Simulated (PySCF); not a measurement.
C3H3F2N.
Cartesian coordinates in Å at the PBE0-D3(BJ)/def2-SVP level; atoms count from 1:
```xyz
9
C3H3F2N angstrom
N      2.600    0.248    0.475
C      1.530   -0.136    0.265
C      0.177   -0.606    0.011
C     -0.839    0.521   -0.079
F     -0.550    1.317   -1.124
F     -2.055   -0.023   -0.283
H     -0.129   -1.294    0.814
H      0.146   -1.164   -0.938
H     -0.874    1.140    0.835
```

Level of theory: PBE0-D3(BJ)/def2-SVP geometry optimisation, gas phase (PySCF 2.14.0).

Take the most abundant isotopes and a rigid rotor. The values belong to one conformer with, in the numbering `[N:1]#[C:2][CH2:3][CH:4]([F:5])[F:6]`, C2–C3–C4–F5 63°.

(1) Give the principal moments of inertia and the rotational constants in cm⁻¹.

(2) Classify the top.

(3) What does the inertial defect say?

(4) Give the other two planar moments, Paa and Pbb, and the rms extents of the mass along the axes.

(5) List the rotational levels J(Ka,Kc) to J = 2 (MHz).

(6) Predict some low-J microwave lines.

Results:

(1) Ia = 56.99, Ib = 237.27, Ic = 278.89 u·Å²; 505379 MHz·u·Å²/I gives 8867, 2130 and 1812 MHz, that is A = 0.29578, B = 0.07105, C = 0.06045 cm⁻¹.

(2) A near-prolate asymmetric top; Ray's κ = -0.910.

(3) Not planar: Δ = Ic − Ia − Ib = -15.38 u·Å². For a rigid frame Δ = −2 Σ m c², so Σ m c² = 7.69 u·Å² lies off the ab plane: 4.05 from hydrogen and 3.64 from heavier atoms. The atom farthest from that plane is 1.44 Å away.

(4) Paa = Σ m a² = (Ib + Ic − Ia)/2 = 229.58 and Pbb = Σ m b² = (Ia + Ic − Ib)/2 = 49.30 u·Å². With the mass M = 91.02 u, the rms extents √(P/M) along a, b and c are 1.59, 0.74, 0.29 Å.

(5) Above 0(0,0):
J = 1: 1(0,1) 3942, 1(1,1) 10679, 1(1,0) 10997
J = 2: 2(0,2) 11815, 2(1,2) 18246, 2(1,1) 19199, 2(2,1) 39411, 2(2,0) 39422
The levels of one J sum to (2J + 1)J(J + 1)(A + B + C)/3.

(6) The dipole components are |μa| = 1.86 D, |μb| = 2.09 D, |μc| = 0.13 D. The squared components, which scale the intensities, stand as 0.80 : 1.00 : 0.00 (a : b : c). Some lines, for components of 0.1 D or more:

| type | branch | J(Ka,Kc) | MHz | lower level (cm⁻¹) |
| --- | --- | --- | --- | --- |
| a | Q | 1(1,0) ← 1(1,1) | 318 | 0.356 |
| a | Q | 2(1,1) ← 2(1,2) | 953 | 0.609 |
| b | R | 2(0,2) ← 1(1,1) | 1136 | 0.356 |
| a | R | 1(0,1) ← 0(0,0) | 3942 | 0.000 |
| c | Q | 2(1,2) ← 2(0,2) | 6430 | 0.394 |
| c | Q | 1(1,1) ← 1(0,1) | 6737 | 0.131 |
| b | Q | 1(1,0) ← 1(0,1) | 7055 | 0.131 |
| b | Q | 2(1,1) ← 2(0,2) | 7384 | 0.394 |
| a | R | 2(1,2) ← 1(1,1) | 7566 | 0.356 |
| a | R | 2(0,2) ← 1(0,1) | 7873 | 0.131 |
| a | R | 2(1,1) ← 1(1,0) | 8202 | 0.367 |
| b | R | 1(1,1) ← 0(0,0) | 10679 | 0.000 |
| c | R | 1(1,0) ← 0(0,0) | 10997 | 0.000 |
| b | R | 2(1,2) ← 1(0,1) | 14304 | 0.131 |
| c | R | 2(1,1) ← 1(0,1) | 15257 | 0.131 |
| c | Q | 2(2,1) ← 2(1,1) | 20212 | 0.640 |
| b | Q | 2(2,0) ← 2(1,1) | 20223 | 0.640 |
| b | Q | 2(2,1) ← 2(1,2) | 21165 | 0.609 |
| b | R | 2(2,1) ← 1(1,0) | 28414 | 0.367 |
| c | R | 2(2,0) ← 1(1,0) | 28425 | 0.367 |
| c | R | 2(2,1) ← 1(1,1) | 28732 | 0.356 |
| b | R | 2(2,0) ← 1(1,1) | 28743 | 0.356 |

Not checked by PBE0-D3(BJ)/def2-SVP frequencies. These are rigid-rotor constants of the computed structure; measured ground-state constants (B0) also hold zero-point vibration. Quadrupole hyperfine structure (14N) is left out.
